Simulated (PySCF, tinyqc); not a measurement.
Inside a calculation. Method: RHF in the sto-3g basis, for LiH, spin multiplicity 1. The lowest restricted solution is unstable here: a spin-polarised one lies 0.0616 hartree lower (PySCF). Computed by tinyqc, a small Python program that keeps every step (integrals from PySCF). Settings: charge = 0, multiplicity = 1, basis = sto-3g, energy threshold = 1e-08, iteration cap = 86, orthogonalisation = symmetric, start = core, DIIS depth = 4, method = RHF. Command: `OMP_NUM_THREADS=1 python tinyqc.py 26626 26627 out.jsonl` (the two numbers bound the seeds that draw the settings). One thread of a shared host (Intel(R) Xeon(R) Processor @ 2.60GHz), about 0.06 s of CPU time with the checks. Later iterations appear only in the table of the cycle.

## One-electron integrals

Geometry (angstrom):

| atom | x | y | z |
|---|---|---|---|
| Li | 0.00000 | 0.00000 | 0.00000 |
| H | 0.00000 | 0.00000 | 2.84500 |

Basis sto-3g: exponents (1/bohr^2) and contraction coefficients of normalised primitives:

| element | l (shell) | exponent | coefficient |
|---|---|---|---|
| Li | s (1) | 16.11958 | 0.15433 |
| Li | s (1) | 2.93620 | 0.53533 |
| Li | s (1) | 0.79465 | 0.44463 |
| Li | s (2) | 0.63629 | -0.09997 |
| Li | s (2) | 0.14786 | 0.39951 |
| Li | s (2) | 0.04809 | 0.70012 |
| Li | p (3) | 0.63629 | 0.15592 |
| Li | p (3) | 0.14786 | 0.60768 |
| Li | p (3) | 0.04809 | 0.39196 |
| H | s (1) | 3.42525 | 0.15433 |
| H | s (1) | 0.62391 | 0.53533 |
| H | s (1) | 0.16886 | 0.44463 |

Overlap, kinetic and nuclear-attraction integrals over the contracted functions; the nuclear repulsion is the sum of Za Zb / Rab.

nuclear repulsion = 0.5580076 hartree

overlap S, lower triangle:
```
          1Li 1s   1Li 2s  1Li 2px  1Li 2py  1Li 2pz    2H 1s
1Li 1s   1.00000
1Li 2s   0.24114  1.00000
1Li 2px  0.00000  0.00000  1.00000
1Li 2py  0.00000  0.00000  0.00000  1.00000
1Li 2pz  0.00000  0.00000  0.00000  0.00000  1.00000
2H 1s    0.00312  0.14358  0.00000  0.00000  0.22122  1.00000
```

kinetic energy T (hartree), lower triangle:
```
           1Li 1s    1Li 2s  1Li 2px  1Li 2py  1Li 2pz    2H 1s
1Li 1s    3.57679
1Li 2s   -0.02024   0.10216
1Li 2px   0.00000   0.00000  0.31968
1Li 2py   0.00000   0.00000  0.00000  0.31968
1Li 2pz   0.00000   0.00000  0.00000  0.00000  0.31968
2H 1s    -0.00248  -0.00091  0.00000  0.00000  0.00928  0.76003
```

nuclear attraction V (hartree), lower triangle:
```
           1Li 1s    1Li 2s   1Li 2px   1Li 2py   1Li 2pz     2H 1s
1Li 1s   -8.16888
1Li 2s   -1.00920  -1.39119
1Li 2px   0.00000   0.00000  -1.36832
1Li 2py   0.00000   0.00000   0.00000  -1.36832
1Li 2pz  -0.00509  -0.05918   0.00000   0.00000  -1.40749
2H 1s    -0.01134  -0.19164   0.00000   0.00000  -0.29727  -1.78462
```

core Hamiltonian H = T + V (hartree), lower triangle:
```
           1Li 1s    1Li 2s   1Li 2px   1Li 2py   1Li 2pz     2H 1s
1Li 1s   -4.59210
1Li 2s   -1.02943  -1.28902
1Li 2px   0.00000   0.00000  -1.04864
1Li 2py   0.00000   0.00000   0.00000  -1.04864
1Li 2pz  -0.00509  -0.05918   0.00000   0.00000  -1.08780
2H 1s    -0.01382  -0.19254   0.00000   0.00000  -0.28799  -1.02459
```

## Two-electron integrals

Functions are numbered as in S; the eight-fold symmetry (ij|kl) = (ji|kl) = (kl|ij) leaves the list below.

Two-electron integrals (ij|kl) in chemists' order, unique and non-zero (hartree):
```
(11|11) 1.68040    (21|11) 0.26542    (21|21) 0.04994    (22|11) 0.39773
(22|21) 0.09286    (22|22) 0.29056    (31|31) 0.00898    (32|31) 0.01379
(32|32) 0.06418    (33|11) 0.39664    (33|21) 0.09288    (33|22) 0.29050
(33|33) 0.31295    (41|41) 0.00898    (42|41) 0.01379    (42|42) 0.06418
(43|43) 0.01687    (44|11) 0.39664    (44|21) 0.09288    (44|22) 0.29050
(44|33) 0.27921    (44|44) 0.31295    (51|51) 0.00898    (52|51) 0.01379
(52|52) 0.06418    (53|53) 0.01687    (54|54) 0.01687    (55|11) 0.39664
(55|21) 0.09288    (55|22) 0.29050    (55|33) 0.27921    (55|44) 0.27921
(55|55) 0.31295    (61|11) 0.00302    (61|21) 0.00059    (61|22) 0.00118
(61|33) 0.00116    (61|44) 0.00116    (61|51) 0.00010    (61|52) 0.00020
(61|55) 0.00122    (61|61) 8.34e-06   (62|11) 0.03397    (62|21) 0.00816
(62|22) 0.03118    (62|33) 0.02930    (62|44) 0.02930    (62|51) 0.00111
(62|52) 0.00982    (62|55) 0.03490    (62|61) 0.00013    (62|62) 0.00897
(63|31) 0.00028    (63|32) 0.00195    (63|53) 0.00103    (63|63) 0.00031
(64|41) 0.00028    (64|42) 0.00195    (64|54) 0.00103    (64|64) 0.00031
(65|11) 0.05093    (65|21) 0.01225    (65|22) 0.04736    (65|33) 0.04429
(65|44) 0.04429    (65|51) 0.00172    (65|52) 0.01536    (65|55) 0.05344
(65|61) 0.00019    (65|62) 0.01418    (65|65) 0.02245    (66|11) 0.18600
(66|21) 0.04485    (66|22) 0.18332    (66|33) 0.17100    (66|44) 0.17100
(66|51) 0.00509    (66|52) 0.05762    (66|55) 0.20763    (66|61) 0.00068
(66|62) 0.07342    (66|65) 0.11751    (66|66) 0.77461
```

## Orthogonalisation

S = U s U^T; symmetric (Loewdin) form X = U s^(-1/2) U^T, so that X^T S X = 1.

eigenvalues of S: 0.68699  0.82886  1.00000  1.00000  1.16806  1.31609

X, lower triangle:
```
           1Li 1s    1Li 2s  1Li 2px  1Li 2py   1Li 2pz    2H 1s
1Li 1s    1.02309
1Li 2s   -0.12677   1.03160
1Li 2px   0.00000   0.00000  1.00000
1Li 2py   0.00000   0.00000  0.00000  1.00000
1Li 2pz  -0.00237   0.01307  0.00000  0.00000   1.01935
2H 1s     0.01261  -0.07772  0.00000  0.00000  -0.11576  1.02780
```

## Starting guess

The start is the orbitals of the core Hamiltonian; D = 2 C_occ C_occ^T.

D at the start, lower triangle:
```
           1Li 1s   1Li 2s  1Li 2px  1Li 2py  1Li 2pz    2H 1s
1Li 1s    2.07760
1Li 2s   -0.29967  1.14017
1Li 2px   0.00000  0.00000  0.00000
1Li 2py   0.00000  0.00000  0.00000  0.00000
1Li 2pz  -0.18715  0.85358  0.00000  0.00000  0.63971
2H 1s    -0.06451  0.31949  0.00000  0.00000  0.23954  0.08971
```

## Iteration 1: building the Fock matrix

J_ij = sum D_kl (ij|kl), K_ij = sum D_kl (ik|jl); F = H + J - 0.5 K; E = tr D H + tr D J / 2 - 0.25 tr D K + E_nn.

Coulomb J (hartree), lower triangle:
```
          1Li 1s   1Li 2s  1Li 2px  1Li 2py  1Li 2pz    2H 1s
1Li 1s   4.10172
1Li 2s   0.70183  1.34670
1Li 2px  0.00000  0.00000  1.33336
1Li 2py  0.00000  0.00000  0.00000  1.33336
1Li 2pz  0.02216  0.12319  0.00000  0.00000  1.36617
2H 1s    0.00859  0.15900  0.00000  0.00000  0.24255  0.97047
```

exchange K (hartree), lower triangle:
```
          1Li 1s   1Li 2s  1Li 2px  1Li 2py  1Li 2pz    2H 1s
1Li 1s   3.39483
1Li 2s   0.53306  0.44484
1Li 2px  0.00000  0.00000  0.09610
1Li 2py  0.00000  0.00000  0.00000  0.09610
1Li 2pz  0.01655  0.31350  0.00000  0.00000  0.32098
2H 1s    0.01188  0.17260  0.00000  0.00000  0.17579  0.22128
```

Fock matrix F (hartree), lower triangle:
```
           1Li 1s    1Li 2s  1Li 2px  1Li 2py   1Li 2pz     2H 1s
1Li 1s   -2.18779
1Li 2s   -0.59414  -0.16474
1Li 2px   0.00000   0.00000  0.23667
1Li 2py   0.00000   0.00000  0.00000  0.23667
1Li 2pz   0.00879  -0.09274  0.00000  0.00000   0.11788
2H 1s    -0.01116  -0.11984  0.00000  0.00000  -0.13334  -0.16476
```

total energy of this density = -7.5202404 hartree

## Iteration 1: diagonalisation and new density

Diagonalise F' = X^T F X, C = X C', fill 2 alpha and 2 beta electrons from the bottom; D = 2 C_occ C_occ^T. Each column has its largest component positive (the first on a tie).

F' = X^T F X (hartree), lower triangle:
```
          1         2        3        4         5         6
1  -2.13853
2  -0.33254  -0.03932
3   0.00000   0.00000  0.23667
4   0.00000   0.00000  0.00000  0.23667
5   0.01636  -0.07399  0.00000  0.00000   0.14959
6   0.01833  -0.10191  0.00000  0.00000  -0.13081  -0.12375
```

orbital energies (hartree): MO1 -2.18996, MO2 -0.23842, MO3 0.06787, MO4 0.20850, MO5 0.23667, MO6 0.23667

coefficients C:
```
              MO1       MO2       MO3       MO4      MO5       MO6
1Li 1s    0.99172  -0.11456  -0.25234   0.05123  0.00000   0.00000
1Li 2s    0.03229   0.40594   0.94438  -0.16967  0.00000   0.00000
1Li 2px   0.00000   0.00000   0.00000   0.00000  0.52074   0.85371
1Li 2py   0.00000   0.00000   0.00000   0.00000  0.85371  -0.52074
1Li 2pz  -0.00239   0.28107   0.09396   0.98225  0.00000   0.00000
2H 1s    -0.00057   0.76304  -0.57365  -0.40580  0.00000   0.00000
```

D after iteration 1, lower triangle:
```
           1Li 1s   1Li 2s  1Li 2px  1Li 2py  1Li 2pz    2H 1s
1Li 1s    1.99328
1Li 2s   -0.02896  0.33166
1Li 2px   0.00000  0.00000  0.00000
1Li 2py   0.00000  0.00000  0.00000  0.00000
1Li 2pz  -0.06915  0.22804  0.00000  0.00000  0.15801
2H 1s    -0.17596  0.61946  0.00000  0.00000  0.42894  1.16445
```

Within a degenerate level the vectors are fixed only up to a rotation; this is one choice.

## Iteration 2: building the Fock matrix

As before.

Coulomb J (hartree), lower triangle:
```
          1Li 1s   1Li 2s  1Li 2px  1Li 2py  1Li 2pz    2H 1s
1Li 1s   3.83000
1Li 2s   0.64427  1.22199
1Li 2px  0.00000  0.00000  1.19871
1Li 2py  0.00000  0.00000  0.00000  1.19871
1Li 2pz  0.01380  0.11973  0.00000  0.00000  1.26146
2H 1s    0.00777  0.19613  0.00000  0.00000  0.30532  1.58086
```

exchange K (hartree), lower triangle:
```
           1Li 1s   1Li 2s  1Li 2px  1Li 2py  1Li 2pz    2H 1s
1Li 1s    3.35186
1Li 2s    0.54948  0.25531
1Li 2px   0.00000  0.00000  0.04462
1Li 2py   0.00000  0.00000  0.00000  0.04462
1Li 2pz  -0.00350  0.14464  0.00000  0.00000  0.17825
2H 1s     0.00571  0.25334  0.00000  0.00000  0.30218  1.10649
```

Fock matrix F (hartree), lower triangle:
```
           1Li 1s    1Li 2s  1Li 2px  1Li 2py   1Li 2pz    2H 1s
1Li 1s   -2.43803
1Li 2s   -0.65990  -0.19469
1Li 2px   0.00000   0.00000  0.12777
1Li 2py   0.00000   0.00000  0.00000  0.12777
1Li 2pz   0.01045  -0.01177  0.00000  0.00000   0.08453
2H 1s    -0.00891  -0.12308  0.00000  0.00000  -0.13377  0.00302
```

total energy of this density = -7.7086298 hartree

## Iteration 2: DIIS over 2 matrices

error matrix X^T (FDS - SDF) X:
```
          1        2        3        4         5         6
1   0.00000  0.00140  0.00000  0.00000  -0.00272   0.01654
2  -0.00140  0.00000  0.00000  0.00000  -0.00455  -0.10248
3   0.00000  0.00000  0.00000  0.00000   0.00000   0.00000
4   0.00000  0.00000  0.00000  0.00000   0.00000   0.00000
5   0.00272  0.00455  0.00000  0.00000   0.00000  -0.07673
6  -0.01654  0.10248  0.00000  0.00000   0.07673   0.00000
```

B (overlaps of the stored error matrices):
```
                1               2
1   2.8379644e-01  -8.2251521e-02
2  -8.2251521e-02   3.3385501e-02
```

Minimise |sum c_i e_i|^2 with sum c_i = 1: solve [B -1; -1 0][c; lambda] = [0; -1] with B_ij = tr e_i^T e_j, and take F = sum c_i F_i.

DIIS coefficients: 0.24007  0.75993

extrapolated F (hartree), lower triangle:
```
           1Li 1s    1Li 2s  1Li 2px  1Li 2py   1Li 2pz     2H 1s
1Li 1s   -2.37795
1Li 2s   -0.64411  -0.18750
1Li 2px   0.00000   0.00000  0.15391
1Li 2py   0.00000   0.00000  0.00000  0.15391
1Li 2pz   0.01005  -0.03121  0.00000  0.00000   0.09254
2H 1s    -0.00945  -0.12230  0.00000  0.00000  -0.13367  -0.03725
```

## Iteration 2: diagonalisation and new density

As before.

F' = X^T F X (hartree), lower triangle:
```
          1         2        3        4         5        6
1  -2.32487
2  -0.35901  -0.05067
3   0.00000   0.00000  0.15391
4   0.00000   0.00000  0.00000  0.15391
5   0.00918  -0.00844  0.00000  0.00000   0.12668
6   0.02425  -0.12132  0.00000  0.00000  -0.14834  0.01215
```

orbital energies (hartree): MO1 -2.38024, MO2 -0.16278, MO3 0.05946, MO4 0.15391, MO5 0.15391, MO6 0.24684

coefficients C:
```
              MO1       MO2       MO3      MO4       MO5       MO6
1Li 1s    0.99185  -0.14627  -0.22350  0.00000   0.00000  -0.08847
1Li 2s    0.03184   0.53132   0.82394  0.00000   0.00000   0.35255
1Li 2px   0.00000   0.00000   0.00000  0.30213   0.95327   0.00000
1Li 2py   0.00000   0.00000   0.00000  0.95327  -0.30213   0.00000
1Li 2pz  -0.00338   0.32301  -0.51736  0.00000   0.00000   0.82501
2H 1s    -0.00156   0.65965  -0.30700  0.00000   0.00000  -0.73932
```

D after iteration 2, lower triangle:
```
           1Li 1s   1Li 2s  1Li 2px  1Li 2py  1Li 2pz    2H 1s
1Li 1s    2.01032
1Li 2s   -0.09228  0.56662
1Li 2px   0.00000  0.00000  0.00000
1Li 2py   0.00000  0.00000  0.00000  0.00000
1Li 2pz  -0.10121  0.34303  0.00000  0.00000  0.20870
2H 1s    -0.19607  0.70086  0.00000  0.00000  0.42616  0.87027
```

Within a degenerate level the vectors are fixed only up to a rotation; this is one choice.

## Iteration 3: building the Fock matrix

As before.

Coulomb J (hartree), lower triangle:
```
          1Li 1s   1Li 2s  1Li 2px  1Li 2py  1Li 2pz    2H 1s
1Li 1s   3.88899
1Li 2s   0.65704  1.25084
1Li 2px  0.00000  0.00000  1.23029
1Li 2py  0.00000  0.00000  0.00000  1.23029
1Li 2pz  0.01506  0.11816  0.00000  0.00000  1.28483
2H 1s    0.00794  0.18674  0.00000  0.00000  0.28950  1.42827
```

exchange K (hartree), lower triangle:
```
           1Li 1s   1Li 2s  1Li 2px  1Li 2py  1Li 2pz    2H 1s
1Li 1s    3.35905
1Li 2s    0.54820  0.31798
1Li 2px   0.00000  0.00000  0.05917
1Li 2py   0.00000  0.00000  0.00000  0.05917
1Li 2pz  -0.00432  0.18208  0.00000  0.00000  0.20313
2H 1s     0.00519  0.25999  0.00000  0.00000  0.28333  0.89637
```

Fock matrix F (hartree), lower triangle:
```
           1Li 1s    1Li 2s  1Li 2px  1Li 2py   1Li 2pz     2H 1s
1Li 1s   -2.38263
1Li 2s   -0.64650  -0.19717
1Li 2px   0.00000   0.00000  0.15207
1Li 2py   0.00000   0.00000  0.00000  0.15207
1Li 2pz   0.01213  -0.03206  0.00000  0.00000   0.09546
2H 1s    -0.00847  -0.13580  0.00000  0.00000  -0.14016  -0.04450
```

total energy of this density = -7.7280931 hartree

## Iteration 3: DIIS over 3 matrices

error matrix X^T (FDS - SDF) X:
```
          1        2        3        4         5         6
1   0.00000  0.00328  0.00000  0.00000  -0.00248   0.00032
2  -0.00328  0.00000  0.00000  0.00000  -0.00813  -0.00531
3   0.00000  0.00000  0.00000  0.00000   0.00000   0.00000
4   0.00000  0.00000  0.00000  0.00000   0.00000   0.00000
5   0.00248  0.00813  0.00000  0.00000   0.00000   0.00625
6  -0.00032  0.00531  0.00000  0.00000  -0.00625   0.00000
```

B (overlaps of the stored error matrices), lower triangle:
```
                1              2              3
1   2.8379644e-01
2  -8.2251521e-02  3.3385501e-02
3   2.8325410e-03  2.3617303e-04  3.0069012e-04
```

As before.

DIIS coefficients: -0.03892  -0.09770  1.13662

extrapolated F (hartree), lower triangle:
```
           1Li 1s    1Li 2s  1Li 2px  1Li 2py   1Li 2pz     2H 1s
1Li 1s   -2.38480
1Li 2s   -0.64722  -0.19868
1Li 2px   0.00000   0.00000  0.15115
1Li 2py   0.00000   0.00000  0.00000  0.15115
1Li 2pz   0.01242  -0.03168  0.00000  0.00000   0.09566
2H 1s    -0.00832  -0.13766  0.00000  0.00000  -0.14105  -0.04446
```

## Iteration 3: diagonalisation and new density

As before.

F' = X^T F X (hartree), lower triangle:
```
          1         2        3        4         5        6
1  -2.33135
2  -0.36039  -0.05943
3   0.00000   0.00000  0.15115
4   0.00000   0.00000  0.00000  0.15115
5   0.01124  -0.00694  0.00000  0.00000   0.13159
6   0.02715  -0.13651  0.00000  0.00000  -0.15596  0.00874
```

orbital energies (hartree): MO1 -2.38720, MO2 -0.18309, MO3 0.05944, MO4 0.15115, MO5 0.15115, MO6 0.26041

coefficients C:
```
              MO1       MO2       MO3      MO4       MO5       MO6
1Li 1s    0.99166  -0.15131  -0.21910  0.00000   0.00000  -0.09306
1Li 2s    0.03254   0.55026   0.80334  0.00000   0.00000   0.37052
1Li 2px   0.00000   0.00000   0.00000  0.05579   0.99844   0.00000
1Li 2py   0.00000   0.00000   0.00000  0.99844  -0.05579   0.00000
1Li 2pz  -0.00427   0.30567  -0.54086  0.00000   0.00000   0.81650
2H 1s    -0.00177   0.65534  -0.30969  0.00000   0.00000  -0.74201
```

D after iteration 3, lower triangle:
```
           1Li 1s   1Li 2s  1Li 2px  1Li 2py  1Li 2pz    2H 1s
1Li 1s    2.01255
1Li 2s   -0.10198  0.60770
1Li 2px   0.00000  0.00000  0.00000
1Li 2py   0.00000  0.00000  0.00000  0.00000
1Li 2pz  -0.10096  0.33612  0.00000  0.00000  0.18690
2H 1s    -0.20183  0.72111  0.00000  0.00000  0.40065  0.85895
```

Within a degenerate level the vectors are fixed only up to a rotation; this is one choice.

## Iteration 8 (converged): orbitals

converged F (hartree), lower triangle:
```
           1Li 1s    1Li 2s  1Li 2px  1Li 2py   1Li 2pz     2H 1s
1Li 1s   -2.38006
1Li 2s   -0.64544  -0.20329
1Li 2px   0.00000   0.00000  0.15252
1Li 2py   0.00000   0.00000  0.00000  0.15252
1Li 2pz   0.01177  -0.03198  0.00000  0.00000   0.10260
2H 1s    -0.00810  -0.13843  0.00000  0.00000  -0.13591  -0.04994
```

As before.

F' = X^T F X (hartree), lower triangle:
```
          1         2        3        4         5        6
1  -2.32691
2  -0.35853  -0.06465
3   0.00000   0.00000  0.15252
4   0.00000   0.00000  0.00000  0.15252
5   0.01064  -0.00752  0.00000  0.00000   0.13752
6   0.02733  -0.13639  0.00000  0.00000  -0.15066  0.00191
```

orbital energies (hartree): MO1 -2.38242, MO2 -0.18511, MO3 0.05980, MO4 0.15252, MO5 0.15252, MO6 0.25560

coefficients C:
```
              MO1       MO2       MO3      MO4       MO5       MO6
1Li 1s    0.99169  -0.15457  -0.21801  0.00000   0.00000  -0.08980
1Li 2s    0.03240   0.56207   0.80096  0.00000   0.00000   0.35772
1Li 2px   0.00000   0.00000   0.00000  0.97093  -0.23936   0.00000
1Li 2py   0.00000   0.00000   0.00000  0.23936   0.97093   0.00000
1Li 2pz  -0.00398   0.28570  -0.52710  0.00000   0.00000   0.83258
2H 1s    -0.00188   0.65722  -0.34022  0.00000   0.00000  -0.72683
```

D after iteration 8, lower triangle:
```
           1Li 1s   1Li 2s  1Li 2px  1Li 2py  1Li 2pz    2H 1s
1Li 1s    2.01470
1Li 2s   -0.10949  0.63394
1Li 2px   0.00000  0.00000  0.00000
1Li 2py   0.00000  0.00000  0.00000  0.00000
1Li 2pz  -0.09622  0.32091  0.00000  0.00000  0.16328
2H 1s    -0.20690  0.73869  0.00000  0.00000  0.37555  0.86390
```

Within a degenerate level the vectors are fixed only up to a rotation; this is one choice.

## Convergence

Stop when the energy changes by less than 1e-08 hartree and every element of the error matrix X^T (F D S - S D F) X is below 3e-05.

Course of the cycle:

| iteration | E (hartree) | change | largest element of the error matrix |
|---|---|---|---|
| 1 | -7.5202404 | - | 2.33e-01 |
| 2 | -7.7086298 | -1.88e-01 | 1.02e-01 |
| 3 | -7.7280931 | -1.95e-02 | 8.13e-03 |
| 4 | -7.7285095 | -4.16e-04 | 5.42e-03 |
| 5 | -7.7286488 | -1.39e-04 | 7.45e-04 |
| 6 | -7.7286503 | -1.44e-06 | 3.74e-05 |
| 7 | -7.7286503 | -1.06e-08 | 3.14e-06 |
| 8 | -7.7286503 | -1.54e-11 | 1.50e-07 |

PySCF RHF in the same basis = -7.7286503 hartree

Converged in 8 iterations.

## Populations, bond orders and dipole

Mulliken: Z minus the diagonal of D S on the atom; Loewdin: the same with S^(1/2) D S^(1/2); Mayer order: 2 sum_s sum (D(s) S)_ij (D(s) S)_ji over the two atoms.

Charges (e):

| atom | Mulliken | Loewdin |
|---|---|---|
| 1Li | 0.05239 | 0.05030 |
| 2H | -0.05239 | -0.05030 |

Mayer bond orders:

| pair | order |
|---|---|
| 2-1 | 0.99726 |

dipole moment about the origin, x y z (debye): 0.00000  0.00000  -5.18059
